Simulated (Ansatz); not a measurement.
Consider the homolysis of the Mg–S bond: `[MgH][SH]` → `[MgH]`• + `[SH]`•.

Program: Ansatz. Geometries: PBE0-D4/def2-TZVP. ΔE: electronic, gas phase. CCSD(T)/CBS adds triple-zeta CCSD(T) − MP2 to the extrapolated MP2 energy (def2 sets, frozen cores). This one scheme is used for every species. Functionals use def2-TZVPP. HSE06 is defined as in plane-wave codes. No spin–orbit coupling; open shells (•) take unrestricted orbitals. For Mg outer-core shells are correlated without core-valence functions, which leaves a few kJ/mol of doubt a bond.

Question: What is ΔE at CCSD(T)/CBS? (An estimate is asked.)

Answer: Computed: +3.94 eV.

Question: What do these levels give: r2SCAN-D4, B97M-V, PBE0-D4, HSE06-D4, B2PLYP, revPBE, BLYP, r2SCAN, CCSD/def2-SVP, CCSD(T)/def2-SVP, CCSD/def2-TZVPP, CCSD/CBS(def2)? (Best estimate.)

Answer: The calculation gave: r2SCAN-D4 3.67, B97M-V 3.81, PBE0-D4 3.65, HSE06-D4 3.66, B2PLYP 3.65, revPBE 3.52, BLYP 3.51, r2SCAN 3.67, CCSD/def2-SVP 3.46, CCSD(T)/def2-SVP 3.51, CCSD/def2-TZVPP 3.58, CCSD/CBS(def2) 3.85 eV.

Largest T1 diagnostic among the species: 0.012.

At CCSD(T), def2-SVP lies −0.42 eV from the extrapolated value and def2-TZVPP −0.27 eV: correlation converges slowly with the basis, and small sets miss more of it in the bonded molecule than in its fragments. In def2-TZVPP, CCSD(T) changes the Hartree–Fock value by +1.02 eV (the triples alone add +0.08 eV) and MP2 by +1.14 eV; breaking electron pairs costs correlation energy, which Hartree–Fock lacks.
